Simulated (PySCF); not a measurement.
PySCF input (PBE0/def2-TZVP):

```python
import numpy as np, basis_set_exchange as bse
from pyscf import gto, scf, dft, df

basis = {'Cl': gto.basis.parse(bse.get_basis('def2-TZVP', elements=['Cl'], fmt='nwchem')), 'H': gto.basis.parse(bse.get_basis('def2-TZVP', elements=['H'], fmt='nwchem')), 'O': gto.basis.parse(bse.get_basis('def2-TZVP', elements=['O'], fmt='nwchem'))}
mol = gto.M(
    atom='''
    O     0.02204159    1.10436371   -0.00118827
    H    -0.92327012    1.31460394    0.01604549
    Cl    0.04393750   -0.59703021   -0.00038467
    ''',
    basis=basis,
    charge=0,
    verbose=4,
    max_memory=8640,
)
mf = dft.RKS(mol, xc='pbe0')
mf.grids.level = 3
mf = mf.density_fit(auxbasis='def2-universal-jkfit')
mf.conv_tol = 1e-9
mf.max_cycle = 100
print('smallest overlap eigenvalue', np.linalg.eigvalsh(mol.intor('int1e_ovlp'))[0])
mf.kernel()
dip = mf.dip_moment()
```

Output:

```
PySCF version 2.14.0

[INPUT] verbose = 4
[INPUT] num. atoms = 3
[INPUT] num. electrons = 26
[INPUT] charge = 0
[INPUT] spin (= nelec alpha-beta = 2S) = 0
[INPUT] symmetry False subgroup None
[INPUT] Mole.unit = angstrom
[INPUT] Symbol           X                Y                Z      unit          X                Y                Z       unit  Magmom
[INPUT]  1 O      0.022041590000   1.104363710000  -0.001188270000 AA    0.041652568450   2.086944953809  -0.002245504862 Bohr   0.0
[INPUT]  2 H     -0.923270120000   1.314603940000   0.016045490000 AA   -1.744727665794   2.484241408874   0.030321581634 Bohr   0.0
[INPUT]  3 Cl     0.043937500000  -0.597030210000  -0.000384670000 AA    0.083029841598  -1.128223584992  -0.000726920948 Bohr   0.0

nuclear repulsion = 50.8657450575968
number of shells = 28
number of NR pGTOs = 117
number of NR cGTOs = 74
basis = {'Cl': [[0, [69507.990945, 0.00054314897497], [10426.15688, 0.0041990463961], [2373.2334061, 0.021592141679], [671.56420071, 0.084598850094], [218.4199979, 0.24757249724], [77.572249714, 0.47016930228], [28.888815277, 0.37436370716]], [0, [127.10527185, 0.025182166603], [39.339582961, 0.10786112456], [7.6740679989, -0.27408821574]], [0, [3.874562763, 1.3213875014], [1.8385832573, 0.68636955368]], [0, [0.50229057542, 1.0]], [0, [0.1796272342, 1.0]], [1, [666.50423284, 0.0023632663836], [157.6424169, 0.018879300374], [50.262520978, 0.087206341273], [18.536078105, 0.2528561297], [7.2940532777, 0.4350715482]], [1, [2.9433248995, 0.35026513165]], [1, [1.0404970818, 1.0]], [1, [0.3845641508, 1.0]], [1, [0.13069642732, 1.0]], [2, [4.61, 0.2], [1.011, 1.0]], [2, [0.339, 1.0]], [3, [0.706, 1.0]]], 'H': [[0, [34.061341, 0.0060251978], [5.1235746, 0.045021094], [1.1646626, 0.20189726]], [0, [0.32723041, 1.0]], [0, [0.10307241, 1.0]], [1, [0.8, 1.0]]], 'O': [[0, [27032.382631, 0.00021726302465], [4052.3871392, 0.0016838662199], [922.3272271, 0.0087395616265], [261.24070989, 0.035239968808], [85.354641351, 0.11153519115], [31.035035245, 0.25588953961]], [0, [12.260860728, 0.39768730901], [4.9987076005, 0.2462784943]], [0, [1.1703108158, 1.0]], [0, [0.46474740994, 1.0]], [0, [0.18504536357, 1.0]], [1, [63.274954801, 0.0060685103418], [14.627049379, 0.041912575824], [4.4501223456, 0.16153841088], [1.5275799647, 0.35706951311]], [1, [0.52935117943, 0.44794207502]], [1, [0.1747842127, 0.24446069663]], [2, [2.314, 1.0]], [2, [0.645, 1.0]], [3, [1.428, 1.0]]]}
ecp = {}
smallest overlap eigenvalue 0.007071429822591004

******** <class 'pyscf.df.df_jk.DFRKS'> ********
method = DFRKS
initial guess = minao
damping factor = 0
level_shift factor = 0
DIIS = <class 'pyscf.scf.diis.CDIIS'>
diis_start_cycle = 1
diis_space = 8
diis_damp = 0
SCF conv_tol = 1e-09
SCF conv_tol_grad = None
SCF max_cycles = 100
direct_scf = False
XC library pyscf.dft.libxc version 7.1.2
    S. Lehtola, C. Steigemann, M. J. T. Oliveira, and M. A. L. Marques,  SoftwareX 7, 1–5 (2018)
XC functionals = pbe0
    C. Adamo and V. Barone,  J. Chem. Phys. 110, 6158 (1999)
    M. Ernzerhof and G. E. Scuseria,  J. Chem. Phys. 110, 5029 (1999)
radial grids:
    Treutler-Ahlrichs [JCP 102, 346 (1995); DOI:10.1063/1.469408] (M4) radial grids

becke partition: Becke, JCP 88, 2547 (1988); DOI:10.1063/1.454033
pruning grids: <function nwchem_prune>
grids dens level: 3
symmetrized grids: False
atomic radii adjust function: <function treutler_atomic_radii_adjust>
small_rho_cutoff = 0
Set gradient conv threshold to 3.16228e-05
Initial guess from minao.
tot grids = 42776
******** <class 'pyscf.df.df.DF'> ********
auxbasis = def2-universal-jkfit
init E= -535.862339429762
  HOMO = -0.323369353300474  LUMO = -0.148530222981663  gap/eV = 4.75762
cycle= 1 E= -535.739664208731  delta_E= 0.123  |g|= 0.444  |ddm|= 1.36
  HOMO = -0.242728469549725  LUMO = -0.0404627617949842  gap/eV = 5.50393
cycle= 2 E= -535.687066018466  delta_E= 0.0526  |g|= 0.687  |ddm|= 0.581
  HOMO = -0.298345367769074  LUMO = -0.072668849722568  gap/eV = 6.14097
cycle= 3 E= -535.771847548715  delta_E= -0.0848  |g|= 0.0983  |ddm|= 0.392
  HOMO = -0.301183731911535  LUMO = -0.0724621776672123  gap/eV = 6.22383
cycle= 4 E= -535.773925846379  delta_E= -0.00208  |g|= 0.0161  |ddm|= 0.0695
  HOMO = -0.300524801740272  LUMO = -0.07112262783739  gap/eV = 6.24235
cycle= 5 E= -535.773981941766  delta_E= -5.61e-05  |g|= 0.00198  |ddm|= 0.0116
  HOMO = -0.300504899957245  LUMO = -0.071051919510019  gap/eV = 6.24373
cycle= 6 E= -535.773982728532  delta_E= -7.87e-07  |g|= 0.000456  |ddm|= 0.00144
  HOMO = -0.300571855718989  LUMO = -0.0711131021086118  gap/eV = 6.24389
cycle= 7 E= -535.773982766802  delta_E= -3.83e-08  |g|= 0.000108  |ddm|= 0.00036
  HOMO = -0.30055361804422  LUMO = -0.0710949041990361  gap/eV = 6.24389
cycle= 8 E= -535.773982769096  delta_E= -2.29e-09  |g|= 2.21e-05  |ddm|= 0.000107
  HOMO = -0.300556895440389  LUMO = -0.0710982565028573  gap/eV = 6.24389
cycle= 9 E= -535.773982769211  delta_E= -1.15e-10  |g|= 5.83e-06  |ddm|= 2.07e-05
  HOMO = -0.300555833075889  LUMO = -0.0710972723490286  gap/eV = 6.24389
Extra cycle  E= -535.773982769214  delta_E= -2.27e-12  |g|= 6.02e-06  |ddm|= 8.72e-06
converged SCF energy = -535.773982769214
Dipole moment(X, Y, Z, Debye): -1.63943,  0.28863,  0.02994
```
